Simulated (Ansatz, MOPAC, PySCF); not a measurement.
Species: H3O (charge +1, singlet). SMILES: [OH3+]
Geometry: optimised at B3LYP-D3(BJ)/def2-TZVP (Ansatz, a program for electronic structure).

Unscaled harmonic wavenumbers (cm⁻¹) in rising order, each level at the stationary point that it reaches from this structure (no distance between atoms moves by over 0.3 Å); the order of modes can differ between levels, and a negative number is imaginary. B3LYP-D3(BJ)/def2-TZVP (PySCF, at the structure above): 776, 1666, 1666, 3557, 3648, 3648.

AM1 (MOPAC): 1276, 1699, 1699, 3046, 3046, 3249. Zero-point energy 20.0 against 21.4 kcal/mol; where all levels lie over 400 cm⁻¹, the wavenumbers are on average 1.044 times those of B3LYP-D3(BJ)/def2-TZVP.

PM3 (MOPAC): 1284, 1713, 1713, 3594, 3594, 3859. Zero-point energy 22.5 against 21.4 kcal/mol; where all levels lie over 400 cm⁻¹, the wavenumbers are on average 1.128 times those of B3LYP-D3(BJ)/def2-TZVP.

PM6 (MOPAC): 1155, 1489, 1489, 2428, 2428, 2590. Zero-point energy 16.6 against 21.4 kcal/mol; where all levels lie over 400 cm⁻¹, the wavenumbers are on average 0.889 times those of B3LYP-D3(BJ)/def2-TZVP.

B3LYP/6-31G* (Ansatz): 901, 1710, 1710, 3515, 3610, 3610. Zero-point energy 21.5 against 21.4 kcal/mol; where all levels lie over 400 cm⁻¹, the wavenumbers are on average 1.030 times those of B3LYP-D3(BJ)/def2-TZVP.
